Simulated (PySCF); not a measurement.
# Sulfur Dicyanide (C₂N₂S): NMR shifts in gas and solvents

Aim: compute the NMR shifts of Sulfur Dicyanide (C₂N₂S) (`N#CSC#N`), and see what a dielectric continuum does where one was used.

Programs: PySCF 2.14.0, with density-fitted response routines of our own. Each step states its level of theory. These are calculated values for one molecule, in the gas phase or a continuum, unless marked as measured. Atoms are numbered from 0 throughout.

## 1. The molecule as given

5 atoms, charge 0, multiplicity 1; geometry from: GFN2-xTB. The atoms were then displaced at random by about 0.01 Å, so the start is not that level's minimum.

Bonds of the start (Å): N0–C1 1.12, C1–S2 1.68, S2–C3 1.72, C3–N4 1.13.

## 2. Relaxing the molecule at PBE0-D3(BJ)/def2-TZVP

Job settings and geometry (Å):

```
{"job": {"xc": "PBE0", "basis": "def2-TZVP", "d3": "d3bj", "grid": 2, "shake": 0.01, "kind": "geom"}, "charge": 0, "multiplicity": 1}
N     -2.172620    -0.171270     0.009620
C     -1.161680    -0.017570     0.465060
S      0.346310     0.183780     1.173400
C      1.236980     0.038990    -0.286160
N      1.784590    -0.067900    -1.270950
```

Run with:

```
> OMP_NUM_THREADS=1 python probes_run.py task.json out
```

One launch serves the whole session: the jobs run in the order shown.

The log of the run:

```text
step   0  E = -583.56254358  max force = 0.080382
step   1  E = -583.56690204  max force = 0.004833
step   2  E = -583.56720266  max force = 0.003178
step   3  E = -583.56751040  max force = 0.003060
step   4  E = -583.56751879  max force = 0.000960
step   5  E = -583.56751979  max force = 0.000178
optimisation converged
```

It took 38 s on 1 thread of Intel Xeon Platinum 8488C, shared host; peak memory 0.64 GiB.

Step by step:

```tsv
step	energy from step 0 (eV)	largest force component (eV/Å)
0	0.0000	4.1334
1	-0.1186	0.2485
2	-0.1268	0.1634
3	-0.1352	0.1574
4	-0.1354	0.0494
5	-0.1354	0.0092
```

Distances of close pairs at the start and the end, largest changes first:

```tsv
bond	before (Å)	after (Å)	change (Å)
N0–C1	1.119	1.153	+0.034
S2–C3	1.716	1.690	-0.026
C3–N4	1.132	1.153	+0.021
C1–S2	1.678	1.690	+0.012
```

The end geometry stands in the next job.

```tsv
at the end point	value
point group (found at 0.08 Å tolerance)	C2v
rotational constants (GHz, main isotopes)	10.535, 2.839, 2.236
dipole moment (D)	3.07
```

## 3. Nuclear shieldings: PBE0/pcSseg-2

Job settings and geometry (Å):

```
{"job": {"kind": "nmr", "xc": "PBE0", "basis": "pcSseg-2"}, "charge": 0, "multiplicity": 1}
N     -2.257745    -0.205979     0.227921
C     -1.162461    -0.052722     0.553743
S      0.394574     0.196116     1.161739
C      1.276789    -0.039574    -0.260216
N      1.958730    -0.186057    -1.178232
```

Level: GIAO PBE0/pcSseg-2 NMR shielding, non-relativistic, gas phase.

The log of the run:

```text
coarse grid: 5920 points
cycle   1  E = -583.4516282707  dE =  8.667e-01  |g| = 6.542e-01  |ddm| = 1.971e+00
cycle   2  E = -582.8377332732  dE =  6.139e-01  |g| = 1.755e+00  |ddm| = 1.172e+00
cycle   3  E = -583.5553894316  dE = -7.177e-01  |g| = 5.592e-02  |ddm| = 8.760e-01
cycle   4  E = -583.5556179354  dE = -2.285e-04  |g| = 4.646e-02  |ddm| = 7.314e-02
cycle   5  E = -583.5560828453  dE = -4.649e-04  |g| = 5.070e-03  |ddm| = 3.370e-02
cycle   6  E = -583.5560888435  dE = -5.998e-06  |g| = 1.264e-03  |ddm| = 4.210e-03
final grid: 56152 points
cycle   7  E = -583.5678258567  dE = -2.991e-05  |g| = 5.976e-03  |ddm| = 2.904e-02
cycle   8  E = -583.5678226012  dE =  3.255e-06  |g| = 6.935e-03  |ddm| = 9.399e-03
cycle   9  E = -583.5678340160  dE = -1.141e-05  |g| = 8.983e-04  |ddm| = 5.455e-03
cycle  10  E = -583.5678341511  dE = -1.351e-07  |g| = 4.829e-04  |ddm| = 5.929e-04
cycle  11  E = -583.5678341989  dE = -4.781e-08  |g| = 5.469e-05  |ddm| = 2.190e-04
cycle  12  E = -583.5678341994  dE = -5.014e-10  |g| = 2.974e-05  |ddm| = 4.300e-05
converged SCF energy = -583.5678341994

GIAO shielding tensors (ppm)
atom      isotropic    diamagn.    paramagn.     s11        s22        s33       span
  0 N      -91.811     330.252    -422.063   -298.907   -235.831    259.304    558.210
  1 C       77.576     264.644    -187.068    -38.233    -22.334    293.294    331.527
  2 S      526.128    1053.750    -527.622    321.647    474.256    782.480    460.833
  3 C       77.580     264.624    -187.044    -38.228    -22.328    293.296    331.524
  4 N      -91.812     330.252    -422.065   -298.911   -235.823    259.297    558.207
```

Wall time 11 s (1 thread of Intel Xeon Platinum 8488C, shared host); peak memory 0.71 GiB.

The references, computed at this level on geometries of the same kind, shield at (ppm): 13C TMS 186.0, 15N NH3 263.8, 33S CS2 513. Their shielding less the atom's gives the shift. The references are single molecules in the gas phase, so shifts against H2O, NH3, PH3, H3PO4 or CFCl3 are not on the usual liquid scales and can be off by tens of ppm. Atoms listed in one row are averaged.

```tsv
atoms	environment	σ (ppm)	δ (ppm)
C1, C3	nitrile carbon	77.6	108.5
N0, N4	nitrile nitrogen	-91.8	355.6
S2	sulfide sulfur	526	-13
```

Charges from the same density, by scheme (e):

```tsv
atoms	Mulliken	IAO	Hirshfeld	ESP fit
N0, N4	-0.09	-0.18	-0.17	-0.34
C1, C3	-0.01	-0.04	0.05	0.26
S2	0.21	0.44	0.24	0.15
```

Mayer bond orders: N0–C1 2.89, C1–S2 1.10, S2–C3 1.10, C3–N4 2.89.

## 4. Nuclear shieldings: KT3/pcSseg-2

Job settings and geometry (Å):

```
{"job": {"kind": "nmr", "xc": "KT3", "basis": "pcSseg-2", "pop": false}, "charge": 0, "multiplicity": 1}
N     -2.257745    -0.205979     0.227921
C     -1.162461    -0.052722     0.553743
S      0.394574     0.196116     1.161739
C      1.276789    -0.039574    -0.260216
N      1.958730    -0.186057    -1.178232
```

Method: GIAO KT3/pcSseg-2 NMR shielding, non-relativistic, gas phase.

The log of the run:

```text
coarse grid: 5920 points
cycle   1  E = -589.4910905656  dE =  8.279e-01  |g| = 6.702e-01  |ddm| = 1.966e+00
cycle   2  E = -588.1327761278  dE =  1.358e+00  |g| = 2.401e+00  |ddm| = 1.915e+00
cycle   3  E = -589.5959899390  dE = -1.463e+00  |g| = 1.177e-01  |ddm| = 1.610e+00
cycle   4  E = -589.5974265910  dE = -1.437e-03  |g| = 9.040e-02  |ddm| = 1.625e-01
cycle   5  E = -589.5993247014  dE = -1.898e-03  |g| = 2.340e-02  |ddm| = 7.476e-02
cycle   6  E = -589.5994697060  dE = -1.450e-04  |g| = 1.425e-03  |ddm| = 2.079e-02
cycle   7  E = -589.5994701438  dE = -4.378e-07  |g| = 3.913e-04  |ddm| = 1.226e-03
final grid: 56152 points
cycle   8  E = -589.6275603553  dE = -2.549e-04  |g| = 7.315e-03  |ddm| = 1.177e-01
cycle   9  E = -589.6275336367  dE =  2.672e-05  |g| = 1.198e-02  |ddm| = 8.453e-03
cycle  10  E = -589.6275509232  dE = -1.729e-05  |g| = 7.834e-03  |ddm| = 9.194e-03
cycle  11  E = -589.6275649273  dE = -1.400e-05  |g| = 1.026e-03  |ddm| = 3.822e-03
cycle  12  E = -589.6275651331  dE = -2.059e-07  |g| = 5.279e-04  |ddm| = 8.825e-04
cycle  13  E = -589.6275651893  dE = -5.612e-08  |g| = 1.876e-04  |ddm| = 3.350e-04
cycle  14  E = -589.6275651977  dE = -8.420e-09  |g| = 5.051e-05  |ddm| = 1.533e-04
cycle  15  E = -589.6275651983  dE = -6.321e-10  |g| = 3.942e-06  |ddm| = 4.135e-05
converged SCF energy = -589.6275651983

GIAO shielding tensors (ppm)
atom      isotropic    diamagn.    paramagn.     s11        s22        s33       span
  0 N      -69.888     330.600    -400.488   -257.726   -209.569    257.633    515.359
  1 C       89.468     263.962    -174.494    -17.275     -1.396    287.076    304.351
  2 S      521.658    1055.359    -533.701    326.097    473.629    765.249    439.153
  3 C       89.469     263.939    -174.470    -17.274     -1.395    287.078    304.352
  4 N      -69.885     330.602    -400.487   -257.724   -209.556    257.626    515.350
```

It took 13 s on 1 thread of Intel Xeon Platinum 8488C, shared host; peak memory 0.57 GiB.

This run: δ C1 93.8, N0 330.9, S2 13 ppm (means over like atoms).

## 5. Nuclear shieldings: wB97X-D/pcSseg-2

Job settings and geometry (Å):

```
{"job": {"kind": "nmr", "xc": "wB97X-D", "basis": "pcSseg-2", "pop": false}, "charge": 0, "multiplicity": 1}
N     -2.257745    -0.205979     0.227921
C     -1.162461    -0.052722     0.553743
S      0.394574     0.196116     1.161739
C      1.276789    -0.039574    -0.260216
N      1.958730    -0.186057    -1.178232
```

With the program's defaults for keys left out, this is: GIAO wB97X-D/pcSseg-2 NMR shielding, non-relativistic, gas phase.

The log of the run:

```text
coarse grid: 5920 points
cycle   1  E = -583.6687236750  dE =  9.028e-01  |g| = 8.064e-01  |ddm| = 1.938e+00
cycle   2  E = -583.3257418675  dE =  3.430e-01  |g| = 1.536e+00  |ddm| = 1.039e+00
cycle   3  E = -583.8317695498  dE = -5.060e-01  |g| = 5.575e-02  |ddm| = 6.847e-01
cycle   4  E = -583.8326671911  dE = -8.976e-04  |g| = 2.349e-02  |ddm| = 7.303e-02
cycle   5  E = -583.8327922945  dE = -1.251e-04  |g| = 5.448e-03  |ddm| = 2.074e-02
cycle   6  E = -583.8328052651  dE = -1.297e-05  |g| = 2.013e-03  |ddm| = 8.467e-03
cycle   7  E = -583.8328069334  dE = -1.668e-06  |g| = 5.767e-04  |ddm| = 3.348e-03
final grid: 56152 points
cycle   8  E = -583.8485931749  dE = -1.049e-04  |g| = 6.301e-03  |ddm| = 4.234e-02
cycle   9  E = -583.8485837154  dE =  9.460e-06  |g| = 9.265e-03  |ddm| = 7.746e-03
cycle  10  E = -583.8486009034  dE = -1.719e-05  |g| = 1.408e-03  |ddm| = 4.379e-03
cycle  11  E = -583.8486012750  dE = -3.716e-07  |g| = 3.171e-04  |ddm| = 9.094e-04
cycle  12  E = -583.8486013082  dE = -3.322e-08  |g| = 1.107e-04  |ddm| = 3.652e-04
cycle  13  E = -583.8486013109  dE = -2.700e-09  |g| = 6.775e-05  |ddm| = 1.053e-04
cycle  14  E = -583.8486013121  dE = -1.178e-09  |g| = 1.373e-05  |ddm| = 5.800e-05
cycle  15  E = -583.8486013122  dE = -9.300e-11  |g| = 2.018e-06  |ddm| = 2.798e-05
converged SCF energy = -583.8486013122

GIAO shielding tensors (ppm)
atom      isotropic    diamagn.    paramagn.     s11        s22        s33       span
  0 N      -90.631     329.016    -419.647   -298.354   -235.214    261.675    560.029
  1 C       75.300     264.804    -189.503    -42.376    -27.182    295.459    337.835
  2 S      517.764    1053.825    -536.061    305.561    470.842    776.887    471.325
  3 C       75.303     264.777    -189.474    -42.373    -27.179    295.462    337.835
  4 N      -90.643     329.020    -419.663   -298.364   -235.218    261.655    560.019
```

It took 13 s on 1 thread of Intel Xeon Platinum 8488C, shared host; peak memory 0.78 GiB.

In short: δ C1 111.0, N0 352.8, S2 -7 ppm (means over like atoms).

## 6. Nuclear shieldings: B97-2/pcSseg-2

Job settings and geometry (Å):

```
{"job": {"kind": "nmr", "xc": "B97-2", "basis": "pcSseg-2", "pop": false}, "charge": 0, "multiplicity": 1}
N     -2.257745    -0.205979     0.227921
C     -1.162461    -0.052722     0.553743
S      0.394574     0.196116     1.161739
C      1.276789    -0.039574    -0.260216
N      1.958730    -0.186057    -1.178232
```

Method: GIAO B97-2/pcSseg-2 NMR shielding, non-relativistic, gas phase.

The log of the run:

```text
coarse grid: 5920 points
cycle   1  E = -583.7652646580  dE =  8.582e-01  |g| = 6.569e-01  |ddm| = 1.969e+00
cycle   2  E = -583.0715462537  dE =  6.937e-01  |g| = 1.836e+00  |ddm| = 1.234e+00
cycle   3  E = -583.8701081558  dE = -7.986e-01  |g| = 5.079e-02  |ddm| = 9.397e-01
cycle   4  E = -583.8702155312  dE = -1.074e-04  |g| = 4.792e-02  |ddm| = 7.218e-02
cycle   5  E = -583.8707445661  dE = -5.290e-04  |g| = 4.325e-03  |ddm| = 3.486e-02
cycle   6  E = -583.8707490865  dE = -4.520e-06  |g| = 9.525e-04  |ddm| = 3.666e-03
final grid: 56152 points
cycle   7  E = -583.8808599449  dE = -3.888e-05  |g| = 3.544e-03  |ddm| = 3.974e-02
cycle   8  E = -583.8808495452  dE =  1.040e-05  |g| = 7.640e-03  |ddm| = 4.315e-03
cycle   9  E = -583.8808616184  dE = -1.207e-05  |g| = 1.131e-03  |ddm| = 3.633e-03
cycle  10  E = -583.8808619082  dE = -2.897e-07  |g| = 2.616e-04  |ddm| = 7.658e-04
cycle  11  E = -583.8808619256  dE = -1.745e-08  |g| = 4.821e-05  |ddm| = 2.304e-04
cycle  12  E = -583.8808619259  dE = -2.692e-10  |g| = 3.457e-05  |ddm| = 4.550e-05
cycle  13  E = -583.8808619261  dE = -2.235e-10  |g| = 1.288e-05  |ddm| = 2.007e-05
converged SCF energy = -583.8808619261

GIAO shielding tensors (ppm)
atom      isotropic    diamagn.    paramagn.     s11        s22        s33       span
  0 N      -84.648     330.700    -415.348   -287.451   -227.412    260.918    548.370
  1 C       79.747     264.881    -185.134    -34.434    -18.454    292.129    326.563
  2 S      524.011    1054.258    -530.247    320.903    472.649    778.481    457.578
  3 C       79.749     264.860    -185.111    -34.432    -18.452    292.131    326.563
  4 N      -84.644     330.702    -415.346   -287.447   -227.396    260.911    548.358
```

Wall time 9.6 s (1 thread of Intel Xeon Platinum 8488C, shared host); peak memory 0.71 GiB.

This run: δ C1 105.6, N0 346.4, S2 -7 ppm (means over like atoms).

## 7. Shielding tensors: WP04/pcSseg-2 in chloroform

Job settings and geometry (Å):

```
{"job": {"kind": "nmr", "xc": "WP04", "basis": "pcSseg-2", "pop": false, "solvent": "chloroform"}, "charge": 0, "multiplicity": 1}
N     -2.257745    -0.205979     0.227921
C     -1.162461    -0.052722     0.553743
S      0.394574     0.196116     1.161739
C      1.276789    -0.039574    -0.260216
N      1.958730    -0.186057    -1.178232
```

Method: GIAO WP04/pcSseg-2 NMR shielding, non-relativistic, IEF-PCM chloroform.

The log of the run:

```text
coarse grid: 5920 points
cycle   1  E = -591.6130163344  dE =  8.486e-01  |g| = 8.248e-01  |ddm| = 1.973e+00
cycle   2  E = -590.6196957065  dE =  9.933e-01  |g| = 2.162e+00  |ddm| = 1.434e+00
cycle   3  E = -591.7542021562  dE = -1.135e+00  |g| = 1.758e-01  |ddm| = 1.155e+00
cycle   4  E = -591.7604736374  dE = -6.271e-03  |g| = 6.981e-02  |ddm| = 1.666e-01
cycle   5  E = -591.7615939577  dE = -1.120e-03  |g| = 2.087e-02  |ddm| = 6.186e-02
cycle   6  E = -591.7616801228  dE = -8.617e-05  |g| = 1.672e-03  |ddm| = 1.780e-02
cycle   7  E = -591.7616806641  dE = -5.412e-07  |g| = 3.777e-04  |ddm| = 9.300e-04
final grid: 56152 points
cycle   8  E = -591.7813452596  dE = -3.795e-05  |g| = 3.588e-03  |ddm| = 3.342e-02
cycle   9  E = -591.7813435095  dE =  1.750e-06  |g| = 4.430e-03  |ddm| = 5.867e-03
cycle  10  E = -591.7813481707  dE = -4.661e-06  |g| = 5.457e-04  |ddm| = 3.516e-03
cycle  11  E = -591.7813481570  dE =  1.377e-08  |g| = 6.114e-04  |ddm| = 5.025e-04
cycle  12  E = -591.7813482353  dE = -7.834e-08  |g| = 7.410e-05  |ddm| = 2.727e-04
cycle  13  E = -591.7813482354  dE = -1.069e-10  |g| = 6.561e-05  |ddm| = 5.746e-05
cycle  14  E = -591.7813482363  dE = -9.240e-10  |g| = 9.249e-06  |ddm| = 3.183e-05
converged SCF energy = -591.7813482363

GIAO shielding tensors (ppm)
atom      isotropic    diamagn.    paramagn.     s11        s22        s33       span
  0 N      -84.453     328.642    -413.095   -283.612   -227.622    257.874    541.486
  1 C       64.722     264.203    -199.481    -57.827    -37.625    289.618    347.445
  2 S      436.138    1056.779    -620.641    203.319    408.000    697.096    493.777
  3 C       64.727     264.183    -199.456    -57.823    -37.617    289.620    347.443
  4 N      -84.451     328.640    -413.092   -283.617   -227.597    257.861    541.478
```

Wall time 10 s (1 thread of Intel Xeon Platinum 8488C, shared host); peak memory 0.78 GiB.

Key values: δ C1 110.4, N0 334.5, S2 43 ppm (means over like atoms).

## 8. NMR shieldings: wB97X-D/pcSseg-2 in chloroform

Job settings and geometry (Å):

```
{"job": {"kind": "nmr", "xc": "wB97X-D", "basis": "pcSseg-2", "pop": false, "solvent": "chloroform"}, "charge": 0, "multiplicity": 1}
N     -2.257745    -0.205979     0.227921
C     -1.162461    -0.052722     0.553743
S      0.394574     0.196116     1.161739
C      1.276789    -0.039574    -0.260216
N      1.958730    -0.186057    -1.178232
```

Method: GIAO wB97X-D/pcSseg-2 NMR shielding, non-relativistic, IEF-PCM chloroform.

The log of the run:

```text
coarse grid: 5920 points
cycle   1  E = -583.6970563370  dE =  8.745e-01  |g| = 7.538e-01  |ddm| = 1.938e+00
cycle   2  E = -583.4770864541  dE =  2.200e-01  |g| = 1.309e+00  |ddm| = 8.936e-01
cycle   3  E = -583.8391542947  dE = -3.621e-01  |g| = 5.058e-02  |ddm| = 5.679e-01
cycle   4  E = -583.8398725356  dE = -7.182e-04  |g| = 2.442e-02  |ddm| = 7.044e-02
cycle   5  E = -583.8400013956  dE = -1.289e-04  |g| = 4.989e-03  |ddm| = 2.068e-02
cycle   6  E = -583.8400125322  dE = -1.114e-05  |g| = 1.722e-03  |ddm| = 7.854e-03
cycle   7  E = -583.8400139376  dE = -1.405e-06  |g| = 4.565e-04  |ddm| = 3.158e-03
final grid: 56152 points
cycle   8  E = -583.8557669367  dE = -1.043e-04  |g| = 6.342e-03  |ddm| = 4.298e-02
cycle   9  E = -583.8557597660  dE =  7.171e-06  |g| = 8.719e-03  |ddm| = 7.557e-03
cycle  10  E = -583.8557747915  dE = -1.503e-05  |g| = 1.249e-03  |ddm| = 4.129e-03
cycle  11  E = -583.8557750856  dE = -2.940e-07  |g| = 2.858e-04  |ddm| = 8.399e-04
cycle  12  E = -583.8557751137  dE = -2.811e-08  |g| = 7.602e-05  |ddm| = 3.349e-04
cycle  13  E = -583.8557751153  dE = -1.633e-09  |g| = 5.116e-05  |ddm| = 9.607e-05
cycle  14  E = -583.8557751160  dE = -6.519e-10  |g| = 1.317e-05  |ddm| = 4.239e-05
converged SCF energy = -583.8557751160

GIAO shielding tensors (ppm)
atom      isotropic    diamagn.    paramagn.     s11        s22        s33       span
  0 N      -75.735     330.315    -406.050   -276.145   -213.631    262.571    538.715
  1 C       70.935     264.404    -193.469    -49.490    -32.232    294.528    344.018
  2 S      511.322    1053.433    -542.111    294.543    468.806    770.617    476.073
  3 C       70.939     264.380    -193.441    -49.488    -32.226    294.531    344.019
  4 N      -75.742     330.317    -406.060   -276.158   -213.614    262.545    538.703
```

Run time: 13 s. Hardware: 1 thread of Intel Xeon Platinum 8488C, shared host; peak memory 0.77 GiB.

In short: δ C1 116.2, N0 340.3, S2 -1 ppm (means over like atoms).

## 9. Comparing the runs: NMR shifts

Shifts (ppm), means over like atoms, with basis size and wall time:

```tsv
run	C1	N0	S2	functions	time
PBE0/pcSseg-2	108.5	355.6	-13	187	11 s
KT3/pcSseg-2	93.8	330.9	13	187	13 s
wB97X-D/pcSseg-2	111.0	352.8	-7	187	13 s
B97-2/pcSseg-2	105.6	346.4	-7	187	9.6 s
WP04/pcSseg-2 in chloroform	110.4	334.5	43	187	10 s
wB97X-D/pcSseg-2 in chloroform	116.2	340.3	-1	187	13 s
```

## 10. Results

```
                                                               quantity                  value
                                                            point group                    C2v
                                   rotational constants (main isotopes)  10.53, 2.84, 2.24 GHz
13C shifts against TMS (PBE0/pcSseg-2, means over atoms taken as alike)              108.5 ppm
15N shifts against NH3 (PBE0/pcSseg-2, means over atoms taken as alike)              355.6 ppm
                                 33S shifts against CS2 (PBE0/pcSseg-2)                -13 ppm
                       range of the shift of N0 (wB97X-D/pcSseg-2 runs)     340.3 to 352.8 ppm
```

In words: Over 5 steps the energy fell by 0.135 eV; of the close pairs, N0–C1 changed most, 1.119 to 1.153 Å. At PBE0/pcSseg-2: The widest tensor belongs to N0, N4: span 558 ppm, with a paramagnetic part of -422 ppm. At one level, wB97X-D/pcSseg-2: Across the 2 runs the shift of N0 (with its like atoms) moves most, between 340.3 (wB97X-D/pcSseg-2 in chloroform) and 352.8 ppm (wB97X-D/pcSseg-2).
